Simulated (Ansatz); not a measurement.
## Ansatz (development build ahead of 0.2.0) run

```yaml
crystal:
  periodic: [false, false, false]
  atoms:
    - { symbol: Na, position_ang: [0.0, 0.0, -1.1157] }
    - { symbol: C, position_ang: [0.0, 0.0, 1.1157] }
basis:
  gaussian: { orbitals: def2-SVP }
magnetization:
  spin_polarized: true
  initial_magnetization: 3
hamiltonian:
  xc: hf
correlation:
  method: mp2
  frozen_orbitals: { C: 1, Na: 1 }
```

The input is written out in the form of the current development build from the run's settings.

Output:

* Converged: yes
* Reference energy: -199.48793 hartree
* Correlation energy: -0.06787 hartree
* Total energy: -199.55581 hartree
* Spin squared of the determinant: 3.757
* Stability test: minimum
* Occupied orbitals by symmetry in an Abelian subgroup (alpha; beta): 6 A1 2 B1 2 B2; 5 A1 1 B1 1 B2

Messages of the program:
```
mean field -5428.34321435 eV, -199.4879336641 hartree, gradient 6.8e-6 eV, S^2 3.756936; 0 other ends of a descent, 0 dependent functions left out
```
